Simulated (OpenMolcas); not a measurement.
CH3NS (thioformamide): a line through the functionals

The species is CH3NS (6 atoms), meant as a singlet with charge 0. SMILES: `NC=S`. Geometry: relaxed at PBE0-D4/def2-TZVP. This is one conformer, not always the lowest.

The HOMO–LUMO gap y, in eV, basis aug-cc-pVDZ; a is the functional's share of exact exchange. Programs: OpenMolcas 26.06.

| functional | program | a | y (eV) |
| --- | --- | --- | --- |
| BLYP | OpenMolcas | 0 | 3.10 |
| TPSS | OpenMolcas | 0 | 3.32 |
| B3LYP | OpenMolcas | 0.2 | ? |
| PBE0 | OpenMolcas | 0.25 | 5.21 |
| BHLYP | OpenMolcas | 0.5 | 7.18 |

Task: Fit y = c + s·a to the known rows and predict B3LYP.

Result: 
1. Means of the 4 rows: a = 0.1875, y = 4.702.
2. Σ(Δa)² = 0.17188, Σ(Δa·Δy) = 1.3656, so the slope is 1.3656/0.17188 = 7.9451.
3. Intercept: 4.702 − (7.9451) × 0.1875 = 3.212. The largest residual of the fit is 0.11.
4. B3LYP: 3.212 + (7.9451) × 0.2 = 4.80 eV.

The run gave 4.76 eV, so the prediction is off by +0.04 eV, within the scatter of the fit. Exact exchange lowers occupied levels and raises empty ones. The rows mix families of semi-local functionals, which the line can't see.
